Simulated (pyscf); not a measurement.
GeH₃• + ammonia (NH₃) → germane (GeH₄) + amino radical (NH₂•) (hydrogen abstraction; doublet surface; H–N broken, Ge–H formed). Structures and frequencies: ωB97X-D3(BJ)/def2-SVP in PySCF. Correlated levels are frozen-core, on RHF or UHF. ΔMP2 is the change of the MP2 total energy from the triple- to the quadruple-zeta basis. Rate constants from transition-state theory, CCSD(T)/def2-TZVPP + ΔMP2(QZVPP) energies (ideal gas, 1 atm, RRHO with modes under 100 cm⁻¹ raised to 100, one conformer, R ln 2 for rigid chiral ones; no tunnelling), k in cm³ molecule⁻¹ s⁻¹.

| T (K) | 1000/T | log10 k |
|---|---|---|
| 298 | 3.354 | -30.20 |
| 600 | 1.667 | -20.63 |
| 900 | 1.111 | ? |
| 1200 | 0.833 | -15.35 |

Fit an Arrhenius line to the three values, give the activation energy, and predict k at 900 K.

Least squares gives log10 k = -10.63 − 5.86 × 1000/T, so Ea = 5.86 × ln 10 × 1.987 = 26.8 kcal/mol, against an electronic barrier of 27.7. At 900 K the line gives -17.14; the computed value is -17.20 (ΔG‡ = 47.6 kcal/mol), close to the line. One saddle was located; it need not be the lowest between these sides. The angle at the transferred H is 157°. The CCSD(T) − MP2 part came from Ansatz, without density fitting, on the same reference. The frozen core leaves the outer d or s,p core shells of the metals and heavy elements correlated in the MP2 and CC values, and def2-TZVPP describes them poorly, which can shift differences by a few kcal/mol. Elements up to Kr have no core potential and no relativistic terms here.
